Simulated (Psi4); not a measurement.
# [BH2F2]− (SMILES F[BH2-]F): a chain of runs

Aim: a geometry optimisation (PBE0-D3(BJ)/6-31G*), then the harmonic vibrations, then the energy (CCSD(T)/cc-pVDZ) of [BH2F2]−. 

The calculation is run with Psi4 1.11.

**1. The structure to begin with**

The species is [BH2F2]− (5 atoms), meant as a singlet with charge -1. As SMILES, `F[BH2-]F`. The coordinates come from a GFN2-xTB (4 decimals) relaxation. The run starts from this shape.

Bond lengths: F1–B2 1.425 Å, B2–F3 1.425 Å, B2–H4 1.225 Å, B2–H5 1.225 Å. Angles: F1–B2–F3 107.4°, F1–B2–H4 109.0°, F1–B2–H5 109.1°, F3–B2–H4 109.0°, F3–B2–H5 109.1°, H4–B2–H5 113.0°.

**2. A structure relaxation at PBE0-D3(BJ)/6-31G(d) (density fitting, Cartesian functions) (run 1)**

The input, bf2h2.sdf:

```

     RDKit          3D

  5  4  0  0  0  0  0  0  0  0999 V2000
   -1.1770    0.6245    0.3832 F   0  0  0  0  0  0  0  0  0  0  0  0
    0.0335    0.0143   -0.0561 B   0  0  0  0  0  0  0  0  0  0  0  0
    0.4076   -0.9473    0.9267 F   0  0  0  0  0  0  0  0  0  0  0  0
   -0.1719   -0.5601   -1.1189 H   0  0  0  0  0  0  0  0  0  0  0  0
    0.9078    0.8687   -0.1348 H   0  0  0  0  0  0  0  0  0  0  0  0
  2  1  1  0
  3  2  1  0
  4  2  1  0
  5  2  1  0
M  CHG  1   2  -1
M  END
$$$$
```

The input, job.py:

```python
import psi4
from rdkit import Chem

psi4.set_memory(1600000000)
psi4.set_num_threads(1)
psi4.core.set_output_file('run.log', False)

rd = Chem.SDMolSupplier('bf2h2.sdf', removeHs=False, sanitize=False)[0]
xyz = rd.GetConformer().GetPositions()
atoms = '\n'.join(f'{a.GetSymbol()} {x:.4f} {y:.4f} {z:.4f}' for a, (x, y, z) in zip(rd.GetAtoms(), xyz))
geom = psi4.geometry('-1 1\n' + atoms + '')

options = {'basis': '6-31G*', 'geom_maxiter': 60}
psi4.set_options(options)

E = psi4.optimize('pbe0-d3(bj)')
print('E =', round(E, 9))
print(geom.to_string(dtype='xyz', units='Angstrom'))
for k, v in sorted(psi4.core.scalar_variables().items()):
    print(f'{k:45s} {v:18.10f}')
```

Command:

```console
$ python job.py
```

run.log:

```text
[...]
  Running in c1 symmetry.
[...]
  Nuclear repulsion =   65.472779748512764
[...]
  Multiplicity = 1
[...]
  Nalpha       = 13
  Nbeta        = 13
[...]
    Number of basis functions: 49
[...]
   @DF-RKS iter   1:  -225.51625581681239   -5.79747e-01   1.03037e-02 ADIIS/DIIS
[...]
   @DF-RKS iter   6:  -225.61910273478736   -4.26326e-13   2.39207e-09 DIIS
[...]
  @DF-RKS Final Energy:  -225.61910273478736
   => Energetics <=
    Nuclear Repulsion Energy =             64.9798348811834217
    One-Electron Energy =                -450.0257047572826536
    Two-Electron Energy =                 179.0238707924109178
    DFT Exchange-Correlation Energy =     -19.5959070409867167
    Empirical Dispersion Energy =          -0.0011966101123430
    VV10 Nonlocal Energy =                  0.0000000000000000
    Total Energy =                       -225.6191027347873614
[...]
 Multipole Moments:
 ------------------------------------------------------------------------------------
     Multipole            Electronic (a.u.)      Nuclear  (a.u.)        Total (a.u.)
 ------------------------------------------------------------------------------------
 L = 1.  Multiply by 2.5417464519 to convert [e a0] to [Debye]
 Dipole X            :         -1.5168764            1.1634700           -0.3534064
 Dipole Y            :         -0.6356669            0.4875553           -0.1481116
 Dipole Z            :          2.5845403           -1.9824285            0.6021118
 Magnitude           :                                                    0.7137028
[...]
  -Total Gradient:
     Atom            X                  Y                   Z
    ------   -----------------  -----------------  -----------------
       1       -0.000038473392    -0.000026188155     0.000085396823
       2       -0.000067842818    -0.000032912458     0.000099942755
       3       -0.000054242012    -0.000010470717     0.000079904180
       4       -0.000055469945    -0.000028223796     0.000080941871
       5       -0.000041903043    -0.000010262146     0.000093393653
[...]
    Final optimized geometry and variables:
    Molecular point group: c1
    Full point group: C1
    Geometry (in Angstrom), charge = -1, multiplicity = 1:
    F           -0.919738709346     0.744150400264    -0.071511957423
    B            0.292375226728     0.122513684019    -0.498201933639
    F            0.681419045399    -0.844014723398     0.477598701854
    H            0.105689643040    -0.447501291873    -1.602460370921
    H            1.192993029704     0.991714917041    -0.610366657638
[...]
```

On the terminal:

```text
Some dependencies such as QCElemental have not yet finished migration to pydantic v2. If issues are encountered please downgrade pydantic or upgrade QCElemental as appropriate
	Previous geometry is closer to target in internal coordinates, so using that one.

	Best geometry has RMS(Delta(q)) = 4.20e-07

Optimizer: Optimization complete!
E = -225.619102735
5
-1 1 BF2H2
F                    -0.919738709346     0.744150400264    -0.071511957423
B                     0.292375226728     0.122513684019    -0.498201933639
F                     0.681419045399    -0.844014723398     0.477598701854
H                     0.105689643040    -0.447501291873    -1.602460370921
H                     1.192993029704     0.991714917041    -0.610366657638

CURRENT ENERGY                                   -225.6191027348
CURRENT REFERENCE ENERGY                         -225.6191027348
DD SOLVATION ENERGY                                 0.0000000000
DFT FUNCTIONAL TOTAL ENERGY                      -225.6179061247
DFT TOTAL ENERGY                                 -225.6191027348
DFT VV10 ENERGY                                     0.0000000000
DFT XC ENERGY                                     -19.5959070410
DISPERSION CORRECTION ENERGY                       -0.0011966101
GRID ELECTRONS ALPHA                               13.0000234722
GRID ELECTRONS BETA                                13.0000234722
GRID ELECTRONS TOTAL                               26.0000469443
NUCLEAR REPULSION ENERGY                           64.9798348812
ONE-ELECTRON ENERGY                              -450.0257047573
OPTIMIZATION ITERATIONS                             5.0000000000
PBE0-D3(BJ) DISPERSION CORRECTION ENERGY           -0.0011966101
PCM POLARIZATION ENERGY                             0.0000000000
PE ENERGY                                           0.0000000000
SCF ITERATION ENERGY                             -225.6191027348
SCF ITERATIONS                                      6.0000000000
SCF TOTAL ENERGY                                 -225.6191027348
TWO-ELECTRON ENERGY                               179.0238707924
XC GRID RADIAL POINTS                              75.0000000000
XC GRID SPHERICAL POINTS                          302.0000000000
XC GRID TOTAL POINTS                           108812.0000000000
```

Wall time 26 s (1 thread of AMD EPYC 7R43 (Zen 3), shared host); peak memory 0.42 GiB.

Steps, from the record of the run:

```csv
step,energy from the first frame kept (eV),largest force (eV/Å)
0,0.0000,0.7536
1,-0.0235,0.3585
2,-0.0256,0.1576
3,-0.0262,0.0136
4,-0.0263,0.0064
```

After the run. Bond lengths: F1–B2 1.427 Å, B2–F3 1.427 Å, B2–H4 1.257 Å, B2–H5 1.257 Å. Angles: F1–B2–F3 108.8°, F1–B2–H4 109.5°, F1–B2–H5 109.5°, F3–B2–H4 109.5°, F3–B2–H5 109.5°, H4–B2–H5 110.0°.

**3. The harmonic vibrations at PBE0-D3(BJ)/6-31G(d) (density fitting, Cartesian functions) (run 2)**

The input, job.py:

```python
import psi4

psi4.set_memory(1600000000)
psi4.set_num_threads(1)
psi4.core.set_output_file('psi4.out', False)

m = psi4.geometry("""
-1 1
F     -2.23830123     1.19648576     0.71696020
B      0.05220557     0.02168839    -0.08941995
F      0.78738085    -1.80480183     1.75456535
H     -0.30066488    -1.05548196    -2.17615191
H      1.75417418     1.66418542    -0.30143021
units au
""")

options = {'basis': '6-31G*', 'reference': 'rks', 't': 400.0, 'rotational_symmetry_number': 2}
psi4.set_options(options)

result = psi4.frequencies("PBE0-D3BJ2B")
print('E =', round(result, 9))
for k in ('ZPVE', 'ENTHALPY', 'GIBBS FREE ENERGY'):
    print(f'{k}: {psi4.variable(k):.8f} Eh')
```

Command:

```console
$ python job.py
```

psi4.out:

```text
[...]
  Running in c1 symmetry.
[...]
  Nuclear repulsion =   64.979827867515127
[...]
  Multiplicity = 1
[...]
  Nalpha       = 13
  Nbeta        = 13
[...]
    Number of basis functions: 49
[...]
   @DF-RKS iter   1:  -225.51979263840829   -6.01536e-01   1.02092e-02 ADIIS/DIIS
[...]
   @DF-RKS iter   9:  -225.61910165380095   -1.30740e-12   3.08849e-09 DIIS
[...]
    Orbital Energies [Eh]
    ---------------------
    Doubly Occupied:
       1A    -24.476163     2A    -24.476161     3A     -6.555879
       4A     -0.927346     5A     -0.900242     6A     -0.292213
       7A     -0.212477     8A     -0.198962     9A     -0.195748
      10A     -0.132034    11A     -0.116650    12A     -0.098717
      13A     -0.020710
[...]
  @DF-RKS Final Energy:  -225.61910165380095
   => Energetics <=
    Nuclear Repulsion Energy =             64.9841853809603265
    One-Electron Energy =                -450.0355041387947495
    Two-Electron Energy =                 179.0296319911570890
    DFT Exchange-Correlation Energy =     -19.5962184319533463
    Empirical Dispersion Energy =          -0.0011964551702577
    VV10 Nonlocal Energy =                  0.0000000000000000
    Total Energy =                       -225.6191016538009535
[...]
  -Total Gradient:
     Atom            X                  Y                   Z
    ------   -----------------  -----------------  -----------------
       1       -0.000044474451    -0.000089005902     0.000035266401
       2       -0.000106301752    -0.000150748570    -0.000129208676
       3       -0.000125391258    -0.000073404772    -0.000008646997
       4        0.000043763323     0.000202391516     0.000586221671
       5       -0.000021155319     0.000008495004    -0.000040078692
[...]
  ==> Harmonic Vibrational Analysis <==
[...]
  Freq [cm^-1]                 454.6088            947.3069            958.4002
[...]
  IR activ [km/mol]             0.0998             60.3006             55.6289
[...]
  Freq [cm^-1]                 995.0941           1019.9393           1233.1863
[...]
  IR activ [km/mol]             0.0000             110.7322            146.4415
[...]
  Freq [cm^-1]                1305.4473           2177.6167           2231.1594
[...]
  IR activ [km/mol]            356.8973            733.3837            325.3048
[...]
  Total E_0, Enthalpy at 0 [K]                                                         -225.59330759 [Eh]
[...]
  Total H, Enthalpy at  400.00 [K]                                                     -225.58706654 [Eh]
[...]
  Total G, Gibbs energy at  400.00 [K]                                                 -225.62741122 [Eh]
[...]
```

The script printed:

```text
Warning: used thermodynamics relations inappropriate for low-frequency modes: ['454.6088']
E = -225.619102735
ZPVE: 0.02579514 Eh
ENTHALPY: -225.58706654 Eh
GIBBS FREE ENERGY: -225.62741122 Eh
```

Wall time 2 min (1 thread of AMD EPYC 7R43 (Zen 3), shared host); peak memory 0.37 GiB.

**4. A single-point energy at CCSD(T)/cc-pVDZ (run 3)**

The input, bf2h2.dat:

```
memory 1.6 GB

molecule m {
  -1 1
  F
  B 1 1.427486
  F 2 1.427487 1 108.7805
  H 2 1.256644 1 109.51482 3 119.66002
  H 2 1.256664 4 109.98532 3 120.39562
  symmetry c1
}

set basis cc-pVDZ
set reference rhf
set scf_type pk
set freeze_core true

energy('ccsd(t)')
```

Command:

```console
$ psi4 -i bf2h2.dat -o bf2h2.out -n 1
```

bf2h2.out:

```text
[...]
  Running in c1 symmetry.
[...]
  Nuclear repulsion =   64.979840918030689
[...]
  Multiplicity = 1
[...]
  Nalpha       = 13
  Nbeta        = 13
[...]
    Number of basis functions: 52
[...]
   @RHF iter   1:  -224.78036435161505   -1.05035e+00   7.63025e-03 DIIS/ADIIS
[...]
   @RHF iter  10:  -224.83817036303779   -5.68434e-13   1.87919e-09 DIIS
[...]
    Orbital Energies [Eh]
    ---------------------
    Doubly Occupied:
       1A    -26.004732     2A    -26.004724     3A     -7.406571
       4A     -1.318340     5A     -1.288845     6A     -0.521403
       7A     -0.426398     8A     -0.419514     9A     -0.417398
      10A     -0.362509    11A     -0.337905    12A     -0.276434
      13A     -0.171859
[...]
  @RHF Final Energy:  -224.83817036303779
   => Energetics <=
    Nuclear Repulsion Energy =             64.9798409180306891
    One-Electron Energy =                -449.7227606519956566
    Two-Electron Energy =                 159.9047493709271919
    Total Energy =                       -224.8381703630377899
[...]
 Multipole Moments:
 ------------------------------------------------------------------------------------
     Multipole            Electronic (a.u.)      Nuclear  (a.u.)        Total (a.u.)
 ------------------------------------------------------------------------------------
 L = 1.  Multiply by 2.5417464519 to convert [e a0] to [Debye]
 Dipole X            :          0.0001280           -0.0000633            0.0000647
 Dipole Y            :         -2.3897929            1.9103598           -0.4794331
 Dipole Z            :         -1.7115512            1.3681818           -0.3433695
 Magnitude           :                                                    0.5897107
[...]
      * MP2 total energy                      = -225.322208229993038
[...]
      * CCSD total energy                     = -225.341201377642307
[...]
      * CCSD(T) total energy                  = -225.348906293503234
[...]
```

It took 12 s on 1 thread of AMD EPYC 7R43 (Zen 3), shared host; peak memory 0.23 GiB.

**5. Summary of results**

```
                                                                         quantity             value
                               run 1, PBE0-D3(BJ)/6-31G*: total energy at the end     -225.61910 Eh
                                           run 1, PBE0-D3(BJ)/6-31G*: HOMO energy          -0.56 eV
                                           run 1, PBE0-D3(BJ)/6-31G*: LUMO energy          11.07 eV
 run 1, PBE0-D3(BJ)/6-31G*: HOMO–LUMO gap (to an unbound level, set by the basis)          11.63 eV
                                     run 1, PBE0-D3(BJ)/6-31G*: dispersion energy      -3.14 kJ/mol
                            run 2, PBE0-D3(BJ)/6-31G*: lowest harmonic wavenumber          455 cm⁻¹
                           run 2, PBE0-D3(BJ)/6-31G*: highest harmonic wavenumber         2231 cm⁻¹
                                     run 2, PBE0-D3(BJ)/6-31G*: zero-point energy       67.7 kJ/mol
run 2, PBE0-D3(BJ)/6-31G*: ideal-gas entropy at 400 K (symmetry number 2 as used)  63.3 cal/(mol K)
                                             run 3, CCSD(T)/cc-pVDZ: total energy     -225.34891 Eh
                      run 3, CCSD(T)/cc-pVDZ: HOMO energy (Hartree–Fock orbitals)          -4.68 eV
                      run 3, CCSD(T)/cc-pVDZ: LUMO energy (Hartree–Fock orbitals)          12.83 eV
    run 3, CCSD(T)/cc-pVDZ: HOMO–LUMO gap (to an unbound level, set by the basis)          17.50 eV
              run 3, CCSD(T)/cc-pVDZ: correlation energy (3 core orbitals frozen)        -510.7 mEh
                                           run 3, CCSD(T)/cc-pVDZ: (T) correction         -7.70 mEh
                                            run 3, CCSD(T)/cc-pVDZ: T1 diagnostic             0.011
```

In words: The optimisation (run 1, PBE0-D3(BJ)/6-31G*) took 5 steps and changed the energy by -0.026 eV. All 9 modes (run 2, PBE0-D3(BJ)/6-31G*) are real, so the shape is a minimum at this level. The triples (run 3, CCSD(T)/cc-pVDZ) make up 1.5 % of the correlation energy.
